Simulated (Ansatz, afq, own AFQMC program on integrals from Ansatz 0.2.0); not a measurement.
## BSiH$_{4}$, doublet in 6-31G, levels against CCSDT(Q)

```xyz
6

Si    0.0000    0.0000    0.5624
B     0.0000    0.0000   -1.3599
H     0.0000    1.2187    1.4093
H     0.0000   -1.2187    1.4093
H     0.2997    0.9928   -1.9521
H    -0.2997   -0.9928   -1.9521
```

Connectivity, by distances: SiH2–BH2.

Basis 6-31G. Noble-gas cores (and the filled d shells of Ga–Kr and In–Xe) are frozen. AFQMC by an in-house program on the Cholesky factors that Ansatz 0.2.0 writes for its CCSD(T) run. ph-AFQMC/CISD is guided by a CISD state made of CCSD amplitudes; releasing the constraint for a short imaginary time cuts its bias at the price of noise, slowly where states lie close. Free AFQMC starts from the CCSD state and is never constrained. Its projection time is finite, and what remains of the start isn't in its error. ± is one standard error of the sampling.

Determinant: UHF, the one that the program's search chose, which needn't be the lowest solution. The geometry is a point of a scan.

No full CI on the walks' own integrals is used here; CCSDT(Q) serves as the reference and is uncertain by about the last step of the cluster series.

Cautions: the released energies are still falling, so no released level is given (meV from the phaseless value at times in 1/Eh: 7 ± 5 at 0.24, 2 ± 5 at 0.51, -5 ± 5 at 0.99, -9 ± 5 at 1.62, -16 ± 7 at 2.40), though the last usable value meets CCSDT(Q) within the noise.

```
T1 diagnostic                               : 0.0173
weight of the determinant in the CISD state : 0.912
⟨S²⟩ of the determinant                     : 0.760
size of the correlated space                : 11 electrons in 24 orbitals
```

| level | correlation energy (eV) |
| --- | --- |
| MP2 | -2.6670 |
| CCSD | -3.4948 |
| CCSD(T) | -3.5623 |

Estimate where phaseless AFQMC with a CISD trial lies against CCSD(T) on the same integrals.

1.8 ± 0.6 kJ/mol below CCSD(T).

Reference: CCSDT(Q), correlation energy -3.584 eV.

```tsv
level	E − E(reference) (kJ/mol)	share of correlation (%)
CCSD(T)	2.1	99.40
CCSDT	0.2	99.95
ph-AFQMC/HF	0.4 ± 3.0	99.88
ph-AFQMC/CISD	0.3 ± 0.6	99.92
free AFQMC	0.2 ± 0.4	99.95
```

Free projections are given only where their last times agree within the noise and don't stop above the reference; a slow remainder of the start can still hide under it. A walk keeps the symmetry of its determinant, which the program's search chose and which needn't be the lowest solution, so a lower state of the same spin and another symmetry isn't excluded.
